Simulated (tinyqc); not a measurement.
Worked calculation: RKS/LDA (VWN5) in the sto-6g basis, for H2O, spin multiplicity 1. Computed by tinyqc, a small Python program that keeps every step (integrals from PySCF). Settings: charge = 0, multiplicity = 1, basis = sto-6g, energy threshold = 1e-08, iteration cap = 61, orthogonalisation = symmetric, start = core, DIIS depth = 0, method = RKS, functional = lda,vwn, grid = [20, 86]. Command: `OMP_NUM_THREADS=1 python tinyqc.py 23812 23813 out.jsonl` (the two numbers bound the seeds that draw the settings). One thread of a shared host (Intel(R) Xeon(R) Processor @ 2.60GHz), about 0.9 s of CPU time with the checks.

Geometry (angstrom):
```
atom        x         y        z
O     0.00000   0.00000  0.00000
H     0.00000   0.93700  0.80000
H     0.00000  -0.93700  0.80000
```

Stop when the energy changes by less than 1e-08 hartree and every element of the error matrix X^T (F D S - S D F) X is below 3e-05.

Course of the cycle:
```
iteration  E (hartree)     change  largest element of the error matrix
1          -73.7638079          -                             4.27e-01
2          -74.0539057  -2.90e-01                             6.55e-01
3          -74.3085204  -2.55e-01                             5.50e-01
4          -74.1176699   1.91e-01                             6.60e-01
5          -74.3204684  -2.03e-01                             5.52e-01
6          -74.1187087   2.02e-01                             6.61e-01
7          -74.3206826  -2.02e-01                             5.52e-01
8          -74.1187270   2.02e-01                             6.61e-01
9          -74.3206865  -2.02e-01                             5.52e-01
10         -74.1187273   2.02e-01                             6.61e-01
11         -74.3206866  -2.02e-01                             5.52e-01
12         -74.1187273   2.02e-01                             6.61e-01
13         -74.3206866  -2.02e-01                             5.52e-01
14         -74.1187273   2.02e-01                             6.61e-01
...                ...        ...                                  ...
48         -74.1187273   2.02e-01                             6.61e-01
49         -74.3206866  -2.02e-01                             5.52e-01
50         -74.1187273   2.02e-01                             6.61e-01
51         -74.3206866  -2.02e-01                             5.52e-01
52         -74.1187273   2.02e-01                             6.61e-01
53         -74.3206866  -2.02e-01                             5.52e-01
54         -74.1187273   2.02e-01                             6.61e-01
55         -74.3206866  -2.02e-01                             5.52e-01
56         -74.1187273   2.02e-01                             6.61e-01
57         -74.3206866  -2.02e-01                             5.52e-01
58         -74.1187273   2.02e-01                             6.61e-01
59         -74.3206866  -2.02e-01                             5.52e-01
60         -74.1187273   2.02e-01                             6.61e-01
61         -74.3206866  -2.02e-01                             5.52e-01
```

Can the last value be used, and what does the course show?

Not by the stop rule. Not converged within the cap of 61 iterations: the residual has stopped falling: the iteration swings between two states. Reruns (cap 100 unless said): DIIS 8: converged in 10; damping 0.5: converged in 28; level shift 0.5: converged in 16; atomic densities as start, DIIS 8: converged in 8; the original settings with a cap of 400: not converged. PySCF RKS in the same basis, fine grid = -75.4137535 hartree, which differs from a converged run on this coarse grid by the grid error.
